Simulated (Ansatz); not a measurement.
Complex (SMILES): F (HF) with F (HF), atoms 1 to 2 the first; geometry from A24 set, monomers rigid:
```xyz
4

H      0.0000     0.8027     1.6953
F      0.0000    -0.0460     1.3403
H      0.0000    -0.1204    -0.4908
F      0.0000     0.0098    -1.4042
```

Basis-set convergence of the counterpoise-corrected interaction energy at PBE0 with Ansatz (an electronic-structure program). Cartesian d functions, on some or all atoms, in 6-31G*, 6-31+G*; all else is spherical. The program fits the integrals of some runs and decomposes those of others, by size. No added dispersion term, no relativity. Functions are those of the species that has most. Reference: the value in aug-cc-pV5Z, -4.66 kcal/mol. Deviations are taken from unrounded values.

```csv
basis,functions,counterpoise-corrected interaction energy (kcal/mol)
6-31G*,34,-5.54
6-31+G*,42,-4.90
cc-pVDZ,38,-5.04
aug-cc-pVDZ,64,-4.56
def2-SVP,38,-5.20
def2-SVPD,62,-4.71
pcseg-1,38,-5.12
aug-pcseg-1,64,-4.65
6-311G**,48,-5.11
6-311+G**,56,-4.72
def2-TZVP,74,-4.84
def2-TZVPD,98,-4.56
cc-pVTZ,88,-4.81
aug-cc-pVTZ,138,-4.58
pcseg-2,88,-4.70
aug-pcseg-2,138,-4.65
def2-TZVPP,90,-4.73
def2-TZVPPD,114,-4.60
cc-pVQZ,170,-4.76
aug-cc-pVQZ,252,-4.65
def2-QZVPP,174,-4.68
def2-QZVPPD,198,-4.65
pcseg-3,186,-4.65
aug-pcseg-3,268,-4.66
cc-pV5Z,292,-4.68
aug-cc-pV5Z,414,-4.66
```

What the diffuse functions change, pair by pair:
- 6-31G* to 6-31+G*: 8 more functions, deviation -0.88 to -0.24 kcal/mol
- cc-pVDZ to aug-cc-pVDZ: 26 more functions, deviation -0.38 to 0.10 kcal/mol
- def2-SVP to def2-SVPD: 24 more functions, deviation -0.54 to -0.05 kcal/mol
- pcseg-1 to aug-pcseg-1: 26 more functions, deviation -0.46 to 0.01 kcal/mol
- 6-311G** to 6-311+G**: 8 more functions, deviation -0.45 to -0.07 kcal/mol
- def2-TZVP to def2-TZVPD: 24 more functions, deviation -0.18 to 0.10 kcal/mol
- cc-pVTZ to aug-cc-pVTZ: 50 more functions, deviation -0.16 to 0.08 kcal/mol
- pcseg-2 to aug-pcseg-2: 50 more functions, deviation -0.04 to 0.01 kcal/mol
- def2-TZVPP to def2-TZVPPD: 24 more functions, deviation -0.07 to 0.06 kcal/mol
- cc-pVQZ to aug-cc-pVQZ: 82 more functions, deviation -0.10 to 0.01 kcal/mol
- def2-QZVPP to def2-QZVPPD: 24 more functions, deviation -0.02 to 0.01 kcal/mol
- pcseg-3 to aug-pcseg-3: 82 more functions, deviation 0.00 to 0.00 kcal/mol
- cc-pV5Z to aug-cc-pV5Z: 122 more functions, deviation -0.02 to 0.00 kcal/mol

Leaving out the reference's own pair, they bring the value nearer the reference by more than 0.01 kcal/mol in 10 of 12 pairs.
